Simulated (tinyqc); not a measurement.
UKS/exchange-only LDA in the sto-3g basis, for H2O+, spin multiplicity 2, step by step (part 2 of 2). Computed by tinyqc, a small Python program that keeps every step (integrals from PySCF). Command: `OMP_NUM_THREADS=1 python tinyqc.py 29978 29979 out.jsonl` (the two numbers bound the seeds that draw the settings). One thread of a shared host (Intel(R) Xeon(R) Processor @ 2.60GHz), about 2 s of CPU time with the checks.

Geometry (angstrom):

| atom | x | y | z |
|---|---|---|---|
| O | 0.000000 | 0.000000 | 0.000000 |
| H | 0.000000 | 0.787000 | 0.477000 |
| H | 0.000000 | -0.779000 | 0.473000 |

## Iteration 2: exchange-correlation on the grid

D(alpha) after iteration 1, lower triangle:
```
            1O 1s      1O 2s     1O 2px     1O 2py     1O 2pz      2H 1s     3H 1s
1O 1s    1.060649
1O 2s   -0.261410   1.146608
1O 2px   0.000752  -0.006340   0.999894
1O 2py   0.009183  -0.062230   0.005102   0.879903
1O 2pz  -0.001070   0.009002  -0.002686  -0.040011   0.991557
2H 1s    0.002034  -0.032616  -0.000534   0.126421   0.029863   0.019969
3H 1s    0.009220  -0.058625   0.013599  -0.025722  -0.013312  -0.002951  0.004351
```

D(beta) after iteration 1, lower triangle:
```
            1O 1s      1O 2s     1O 2px     1O 2py     1O 2pz      2H 1s     3H 1s
1O 1s    1.057987
1O 2s   -0.249002   1.088326
1O 2px   0.035585  -0.149072   0.401056
1O 2py   0.007823  -0.051329  -0.019310   0.870642
1O 2pz  -0.028272   0.124109   0.467091  -0.018718   0.630308
2H 1s    0.000518  -0.024844   0.014213   0.122454   0.013829   0.018084
3H 1s    0.005101  -0.039767  -0.000883  -0.042154  -0.013638  -0.005516  0.003858
```

Becke grid with 15 radial and 14 angular points per atom, points of zero weight dropped. rho = sum D_ij phi_i phi_j; V_xc,ij = sum w v_xc phi_i phi_j; v_xc is d(rho eps)/d rho(s) for spin s.

The 16 grid points with the largest w rho, of 625 (bohr, atomic units):

| x | y | z | w | rho(alpha) | rho(beta) | eps_xc | v_xc(alpha) |
|---|---|---|---|---|---|---|---|
| -0.519615 | -0.519615 | -0.519615 | 0.275067 | 0.341879 | 0.339344 | -0.649854 | -0.867543 |
| -0.519615 | 0.519615 | -0.519615 | 0.275097 | 0.339144 | 0.339254 | -0.648953 | -0.865224 |
| -0.759312 | 0.759312 | -0.759312 | 0.761163 | 0.115896 | 0.116007 | -0.453754 | -0.604909 |
| -0.759312 | -0.759312 | -0.759312 | 0.760712 | 0.115849 | 0.115367 | -0.453306 | -0.604827 |
| 0.519615 | -0.519615 | 0.519615 | 0.245790 | 0.352218 | 0.341020 | -0.653689 | -0.876202 |
| 0.519615 | 0.519615 | 0.519615 | 0.247529 | 0.337645 | 0.326378 | -0.644378 | -0.863947 |
| 0.000000 | 0.000000 | 0.900000 | 0.239590 | 0.350282 | 0.287684 | -0.637157 | -0.874594 |
| -0.900000 | 0.000000 | 0.000000 | 0.244854 | 0.351543 | 0.238151 | -0.624444 | -0.875642 |
| -0.519615 | -0.519615 | 0.519615 | 0.245790 | 0.354109 | 0.227118 | -0.622927 | -0.877767 |
| -0.519615 | 0.519615 | 0.519615 | 0.247529 | 0.338225 | 0.223284 | -0.615004 | -0.864441 |
| 0.000000 | 0.000000 | -0.900000 | 0.244951 | 0.346442 | 0.216725 | -0.617134 | -0.871386 |
| 0.000000 | -0.900000 | 0.000000 | 0.205221 | 0.335951 | 0.331202 | -0.645355 | -0.862500 |
| -1.315168 | 0.000000 | 0.000000 | 0.683325 | 0.119237 | 0.079326 | -0.434759 | -0.610667 |
| 0.000000 | 0.900000 | 0.000000 | 0.207160 | 0.325996 | 0.321626 | -0.638994 | -0.853896 |
| 0.519615 | -0.519615 | -0.519615 | 0.275067 | 0.340208 | 0.137048 | -0.600825 | -0.866128 |
| 0.000000 | 0.000000 | -1.315168 | 0.685202 | 0.117780 | 0.073274 | -0.430530 | -0.608170 |

electrons on the grid, sum of w rho = 8.956035

E_xc = sum of w rho eps_xc = -8.12259867 hartree

V_xc(alpha) (hartree), lower triangle:
```
            1O 1s      1O 2s     1O 2px     1O 2py     1O 2pz      2H 1s      3H 1s
1O 1s   -2.842063
1O 2s   -0.405821  -0.766309
1O 2px   0.000052   0.000222  -0.757274
1O 2py   0.000518   0.000081  -0.000177  -0.760477
1O 2pz  -0.000091  -0.001494   0.000054   0.000060  -0.767154
2H 1s   -0.103248  -0.296122   0.000033  -0.181211  -0.111585  -0.356649
3H 1s   -0.105565  -0.296101   0.000001   0.176436  -0.109464  -0.102171  -0.329449
```

V_xc(beta) (hartree), lower triangle:
```
            1O 1s      1O 2s     1O 2px     1O 2py     1O 2pz      2H 1s      3H 1s
1O 1s   -2.822176
1O 2s   -0.391664  -0.693232
1O 2px   0.003398   0.027737  -0.658817
1O 2py   0.000537   0.000971   0.001725  -0.713499
1O 2pz  -0.002720  -0.022510  -0.040173  -0.001262  -0.693051
2H 1s   -0.100044  -0.273972   0.004123  -0.172748  -0.109955  -0.341374
3H 1s   -0.102285  -0.274550   0.003672   0.169484  -0.108113  -0.095259  -0.319826
```

## Iteration 2: building the Kohn-Sham matrix

core Hamiltonian H = T + V (hartree), lower triangle:
```
             1O 1s      1O 2s     1O 2px     1O 2py     1O 2pz      2H 1s      3H 1s
1O 1s   -32.770927
1O 2s    -7.624642  -9.379658
1O 2px    0.000000   0.000000  -7.494189
1O 2py    0.000275   0.002507   0.000000  -7.695416
1O 2pz   -0.017593  -0.203437   0.000000   0.001316  -7.568245
2H 1s    -1.911667  -3.974778   0.000000  -2.292469  -1.452031  -5.210335
3H 1s    -1.952187  -4.031963   0.000000   2.314046  -1.467929  -1.564417  -5.246497
```

nuclear repulsion = 9.58328806 hartree

Given earlier and not repeated: Two-electron integrals (ij|kl) in chemists' order.

J_ij = sum D_kl (ij|kl) with D = D(alpha) + D(beta); F = H + J + V_xc; E = tr D H + tr D J / 2 + E_xc + E_nn.

Coulomb J (hartree), lower triangle:
```
            1O 1s      1O 2s     1O 2px     1O 2py    1O 2pz     2H 1s     3H 1s
1O 1s   17.268756
1O 2s    3.244202   7.895632
1O 2px  -0.009400  -0.050094   7.864016
1O 2py  -0.001544   0.002639  -0.001332   7.913198
1O 2pz   0.009410   0.053244   0.044388   0.001573  7.886539
2H 1s    0.814128   3.297634  -0.011725   2.087252  1.278875  4.769475
3H 1s    0.831736   3.336190  -0.011363  -2.093951  1.287447  1.282942  4.758129
```

F(alpha) (hartree), lower triangle:
```
             1O 1s      1O 2s     1O 2px     1O 2py     1O 2pz      2H 1s      3H 1s
1O 1s   -18.344234
1O 2s    -4.786262  -2.250335
1O 2px   -0.009349  -0.049872  -0.387447
1O 2py   -0.000751   0.005227  -0.001509  -0.542694
1O 2pz   -0.008274  -0.151686   0.044442   0.002949  -0.448860
2H 1s    -1.200788  -0.973266  -0.011693  -0.386427  -0.284741  -0.797509
3H 1s    -1.226017  -0.991875  -0.011362   0.396531  -0.289946  -0.383646  -0.817817
```

F(beta) (hartree), lower triangle:
```
             1O 1s      1O 2s     1O 2px     1O 2py     1O 2pz      2H 1s      3H 1s
1O 1s   -18.324346
1O 2s    -4.772105  -2.177258
1O 2px   -0.006003  -0.022357  -0.288990
1O 2py   -0.000732   0.006116   0.000393  -0.495717
1O 2pz   -0.010903  -0.172703   0.004215   0.001627  -0.374756
2H 1s    -1.197583  -0.951116  -0.007602  -0.377964  -0.283111  -0.782235
3H 1s    -1.222737  -0.970323  -0.007691   0.389579  -0.288595  -0.376734  -0.808194
```

total energy of this density = -73.37730442 hartree

## Iteration 2: diagonalisation and new density

X:
```
                1          2          3         4          5          6          7
1O 1s   -0.299907  -0.017440   0.769948  0.000000  -0.603739   0.000720   0.155907
1O 2s    1.258274   0.060696  -0.256035  0.000000  -0.255291   0.001770   0.434207
1O 2px   0.000000   0.000000   0.000000  1.000000   0.000000   0.000000   0.000000
1O 2py  -0.057248   1.008559   0.000585  0.000000  -0.001288   0.665419  -0.002417
1O 2pz   0.485453   0.023816   0.638677  0.000000   0.685263   0.001268   0.166172
2H 1s   -0.729699  -0.940666  -0.155830  0.000000   0.123240   0.374808   0.368390
3H 1s   -0.836566   0.862848  -0.154623  0.000000   0.122702  -0.369324   0.372460
```

Diagonalise F' = X^T F X, C = X C', fill 5 alpha and 4 beta electrons from the bottom; D(s) = C_occ C_occ^T. Each column has its largest component positive (the first on a tie).

F' = X^T F X (alpha) (hartree), lower triangle:
```
           1          2          3          4          5          6          7
1  -0.179695
2  -0.024924   0.181540
3   1.094793   0.076611  -8.796492
4  -0.020251  -0.002132   0.037533  -0.387447
5  -0.838488  -0.062904   8.023129   0.045997  -8.108591
6  -0.005476   0.096407  -0.013518  -0.001229   0.014257  -0.745324
7   0.194042   0.016756  -3.744836  -0.024263   3.642464   0.000025  -2.863164
```

orbital energies (alpha) (hartree): MO1 -18.358317, MO2 -1.160166, MO3 -0.755188, MO4 -0.491116, MO5 -0.353840, MO6 0.026247, MO7 0.193207

coefficients C (alpha):
```
              MO1        MO2        MO3        MO4        MO5        MO6        MO7
1O 1s    0.992024  -0.223402  -0.005045   0.104696   0.068976  -0.148668   0.003328
1O 2s    0.036662   0.744443   0.021292  -0.518595  -0.329587   0.985853  -0.027152
1O 2px   0.000595   0.041294   0.005637  -0.484530   0.873759   0.005850  -0.001994
1O 2py  -0.000030  -0.009485   0.558472   0.004403   0.001622   0.016846   1.072834
1O 2pz   0.004481   0.178436  -0.001107   0.691324   0.370191   0.703035  -0.015860
2H 1s   -0.009194   0.200469   0.463053   0.237089   0.122698  -0.836240  -0.841263
3H 1s   -0.009324   0.217447  -0.461855   0.228733   0.126979  -0.809727   0.879580
```

F' = X^T F X (beta) (hartree), lower triangle:
```
           1          2          3          4          5          6          7
1  -0.142140
2  -0.022318   0.210619
3   1.089317   0.075885  -8.748713
4  -0.012326  -0.000240   0.006168  -0.288990
5  -0.844313  -0.064818   8.057995   0.010339  -8.050504
6  -0.008449   0.120660  -0.014712   0.000214   0.013840  -0.715339
7   0.224069   0.016619  -3.751065  -0.015609   3.630734   0.001471  -2.827634
```

orbital energies (beta) (hartree): MO1 -18.337796, MO2 -1.111875, MO3 -0.730720, MO4 -0.379088, MO5 -0.286830, MO6 0.056039, MO7 0.227569

coefficients C (beta):
```
              MO1        MO2        MO3        MO4        MO5        MO6        MO7
1O 1s    0.992226  -0.215524  -0.006209   0.135701   0.021396  -0.148321   0.001653
1O 2s    0.035780   0.703556   0.025928  -0.664535  -0.095056   0.978956  -0.016237
1O 2px   0.000366   0.020901   0.000632  -0.142951   0.989379  -0.016006   0.000958
1O 2py  -0.000032  -0.011057   0.531391   0.006693  -0.000099   0.005693   1.086593
1O 2pz   0.004562   0.193900   0.004676   0.745634   0.115469   0.730923  -0.012258
2H 1s   -0.008982   0.221850   0.484358   0.280186   0.023085  -0.816935  -0.838246
3H 1s   -0.009112   0.245735  -0.483270   0.283217   0.022210  -0.803599   0.859037
```

D(alpha) after iteration 2, lower triangle:
```
            1O 1s      1O 2s     1O 2px     1O 2py    1O 2pz      2H 1s     3H 1s
1O 1s    1.049764
1O 2s   -0.207076   0.933562
1O 2px   0.000876  -0.005822   0.999962
1O 2py  -0.000156   0.002011   0.002041   0.312003
1O 2pz   0.062501  -0.347551  -0.004145   0.001333  0.646831
2H 1s   -0.022956  -0.004633   0.003215   0.257944  0.244544   0.325957
3H 1s   -0.022792  -0.008769   0.006491  -0.258782  0.244405  -0.100376  0.329123
```

D(beta) after iteration 2, lower triangle:
```
            1O 1s      1O 2s     1O 2px     1O 2py    1O 2pz      2H 1s     3H 1s
1O 1s    1.049417
1O 2s   -0.206471   0.938550
1O 2px  -0.023545   0.109731   0.020873
1O 2py  -0.000039   0.001550  -0.000852   0.282543
1O 2pz   0.063890  -0.358796  -0.102532   0.005331  0.593609
2H 1s   -0.021711  -0.017873  -0.035113   0.256806  0.254157   0.362405
3H 1s   -0.020570  -0.028175  -0.035659  -0.257627  0.256523  -0.100124  0.374231
```

## Iteration 30 (converged): orbitals

converged F(alpha) (hartree), lower triangle:
```
             1O 1s      1O 2s     1O 2px     1O 2py     1O 2pz      2H 1s      3H 1s
1O 1s   -18.977619
1O 2s    -4.921143  -2.543213
1O 2px    0.000000   0.000000  -0.720603
1O 2py    0.000207   0.002258   0.000000  -0.829620
1O 2pz   -0.020855  -0.180612   0.000000   0.001090  -0.707411
2H 1s    -1.234818  -1.073791   0.000000  -0.439252  -0.319308  -0.865097
3H 1s    -1.260873  -1.089958   0.000000   0.443389  -0.322552  -0.413129  -0.875979
```

converged F(beta) (hartree), lower triangle:
```
             1O 1s      1O 2s     1O 2px     1O 2py     1O 2pz      2H 1s      3H 1s
1O 1s   -18.955727
1O 2s    -4.904931  -2.461714
1O 2px    0.000000   0.000000  -0.566961
1O 2py    0.000210   0.002307   0.000000  -0.780826
1O 2pz   -0.020237  -0.181738   0.000000   0.001171  -0.664846
2H 1s    -1.231015  -1.050182   0.000000  -0.432112  -0.315991  -0.859624
3H 1s    -1.256991  -1.065949   0.000000   0.436185  -0.319208  -0.406678  -0.869994
```

As before.

F' = X^T F X (alpha) (hartree), lower triangle:
```
           1          2          3          4          5          6          7
1  -0.394484
2  -0.029171   0.015876
3   1.145781   0.080193  -9.236827
4   0.000000   0.000000   0.000000  -0.720603
5  -0.918722  -0.067509   8.189722   0.000000  -8.492420
6   0.002958  -0.051312  -0.012824   0.000000   0.012760  -0.931035
7   0.062614   0.012293  -3.854411   0.000000   3.733809  -0.004562  -3.069431
```

orbital energies (alpha) (hartree): MO1 -18.990618, MO2 -1.408110, MO3 -0.933800, MO4 -0.720603, MO5 -0.679817, MO6 -0.116771, MO7 0.020793

coefficients C (alpha):
```
              MO1        MO2        MO3       MO4        MO5        MO6        MO7
1O 1s    0.992426  -0.241807  -0.001308  0.000000   0.099307  -0.136409   0.005008
1O 2s    0.034962   0.869601   0.006406  0.000000  -0.469629   0.962586  -0.040147
1O 2px   0.000000   0.000000   0.000000  1.000000   0.000000   0.000000   0.000000
1O 2py  -0.000098  -0.003646   0.718957  0.000000   0.001095   0.028683   0.972381
1O 2pz   0.005091   0.224241   0.000048  0.000000   0.868707   0.579593  -0.021216
2H 1s   -0.008855   0.107699   0.323483  0.000000   0.166199  -0.892696  -0.890016
3H 1s   -0.009039   0.110623  -0.322080  0.000000   0.165379  -0.840234   0.953437
```

F' = X^T F X (beta) (hartree), lower triangle:
```
           1          2          3          4          5          6          7
1  -0.347563
2  -0.027978   0.038368
3   1.139067   0.079820  -9.205346
4   0.000000   0.000000   0.000000  -0.566961
5  -0.924274  -0.067778   8.204475   0.000000  -8.456901
6   0.001584  -0.021289  -0.012736   0.000000   0.012717  -0.902528
7   0.107624   0.014627  -3.857393   0.000000   3.721787  -0.004599  -3.029924
```

orbital energies (beta) (hartree): MO1 -18.968001, MO2 -1.342572, MO3 -0.902996, MO4 -0.634150, MO5 -0.566961, MO6 -0.097121, MO7 0.040945

coefficients C (beta):
```
              MO1        MO2        MO3        MO4       MO5        MO6        MO7
1O 1s    0.992665  -0.234611  -0.001323   0.106033  0.000000  -0.142048   0.005367
1O 2s    0.033893   0.829816   0.006381  -0.497854  0.000000   0.983259  -0.042012
1O 2px   0.000000   0.000000   0.000000   0.000000  1.000000   0.000000   0.000000
1O 2py  -0.000095  -0.003819   0.688127   0.000672  0.000000   0.030898   0.994370
1O 2pz   0.004921   0.229320   0.000269   0.858880  0.000000   0.592085  -0.022144
2H 1s   -0.008557   0.136112   0.352694   0.169285  0.000000  -0.888611  -0.878462
3H 1s   -0.008734   0.139703  -0.350322   0.168252  0.000000  -0.834879   0.943816
```

D(alpha) after iteration 30, lower triangle:
```
            1O 1s      1O 2s    1O 2px     1O 2py    1O 2pz      2H 1s     3H 1s
1O 1s    1.053244
1O 2s   -0.222225   0.978022
1O 2px   0.000000   0.000000  1.000000
1O 2py  -0.000047   0.000917  0.000000   0.516913
1O 2pz   0.037098  -0.212791  0.000000   0.000167  0.804962
2H 1s   -0.018748   0.017366  0.000000   0.232360  0.168499   0.143941
3H 1s   -0.018875   0.016152  0.000000  -0.231783  0.168411  -0.064708  0.143405
```

D(beta) after iteration 30, lower triangle:
```
            1O 1s      1O 2s    1O 2px     1O 2py    1O 2pz      2H 1s     3H 1s
1O 1s    1.051670
1O 2s   -0.213836   0.937642
1O 2px   0.000000   0.000000  0.000000
1O 2py  -0.000038   0.000884  0.000000   0.473534
1O 2pz   0.042153  -0.237134  0.000000  -0.000114  0.790286
2H 1s   -0.022944   0.030629  0.000000   0.242293  0.176661   0.171650
3H 1s   -0.023142   0.029631  0.000000  -0.241486  0.176408  -0.075984  0.170627
```

## Convergence

Stop when the energy changes by less than 1e-08 hartree and every element of the error matrix X^T (F D S - S D F) X (for each spin) is below 3e-05.

Course of the cycle:

| iteration | E (hartree) | change | largest element of the error matrix |
|---|---|---|---|
| 1 | -59.82925862 | - | 5.20e+00 |
| 2 | -73.37730442 | -1.35e+01 | 3.58e-01 |
| 3 | -73.60725489 | -2.30e-01 | 2.65e-01 |
| 4 | -73.70120026 | -9.39e-02 | 1.77e-01 |
| 5 | -73.73599733 | -3.48e-02 | 1.30e-01 |
| 6 | -73.75528648 | -1.93e-02 | 8.97e-02 |
| 7 | -73.76396035 | -8.67e-03 | 6.52e-02 |
| 8 | -73.76866627 | -4.71e-03 | 4.59e-02 |
| 9 | -73.77093438 | -2.27e-03 | 3.31e-02 |
| 10 | -73.77213452 | -1.20e-03 | 2.35e-02 |
| 11 | -73.77273092 | -5.96e-04 | 1.69e-02 |
| 12 | -73.77304157 | -3.11e-04 | 1.20e-02 |
| 13 | -73.77319819 | -1.57e-04 | 8.63e-03 |
| 14 | -73.77327906 | -8.09e-05 | 6.16e-03 |
| ... | ... | ... | ... |
| 17 | -73.77335198 | -1.08e-05 | 2.26e-03 |
| 18 | -73.77335749 | -5.51e-06 | 1.61e-03 |
| 19 | -73.77336031 | -2.81e-06 | 1.15e-03 |
| 20 | -73.77336175 | -1.44e-06 | 8.24e-04 |
| 21 | -73.77336248 | -7.36e-07 | 5.90e-04 |
| 22 | -73.77336286 | -3.77e-07 | 4.22e-04 |
| 23 | -73.77336305 | -1.93e-07 | 3.02e-04 |
| 24 | -73.77336315 | -9.85e-08 | 2.16e-04 |
| 25 | -73.77336320 | -5.04e-08 | 1.54e-04 |
| 26 | -73.77336323 | -2.58e-08 | 1.10e-04 |
| 27 | -73.77336324 | -1.32e-08 | 7.89e-05 |
| 28 | -73.77336325 | -6.74e-09 | 5.64e-05 |
| 29 | -73.77336325 | -3.45e-09 | 4.03e-05 |
| 30 | -73.77336325 | -1.76e-09 | 2.88e-05 |

PySCF UKS in the same basis, fine grid, after a stability check = -73.74400009 hartree

Converged in 30 iterations. The coarse grid moves the energy by -2.94e-02 hartree.

## Populations, bond orders and dipole

overlap S, lower triangle:
```
           1O 1s     1O 2s    1O 2px     1O 2py    1O 2pz     2H 1s     3H 1s
1O 1s   1.000000
1O 2s   0.236704  1.000000
1O 2px  0.000000  0.000000  1.000000
1O 2py  0.000000  0.000000  0.000000   1.000000
1O 2pz  0.000000  0.000000  0.000000   0.000000  1.000000
2H 1s   0.058906  0.499341  0.000000   0.347171  0.210420  1.000000
3H 1s   0.060156  0.505349  0.000000  -0.349491  0.212207  0.233426  1.000000
```

Mulliken: Z minus the diagonal of D S on the atom; Loewdin: the same with S^(1/2) D S^(1/2); Mayer order: 2 sum_s sum (D(s) S)_ij (D(s) S)_ji over the two atoms.

Charges (e):

| atom | Mulliken | Loewdin | Mulliken spin |
|---|---|---|---|
| 1O | 0.082051 | 0.320641 | 1.072853 |
| 2H | 0.458325 | 0.340546 | -0.036619 |
| 3H | 0.459624 | 0.338814 | -0.036234 |

Mayer bond orders:

| pair | order |
|---|---|
| 2-1 | 0.769460 |
| 3-1 | 0.768297 |
| 3-2 | 0.019137 |

dipole moment about the origin, x y z (debye): 0.000000  0.016280  2.542606

<S^2> of the determinant (pure state: 0.75) = 0.751837
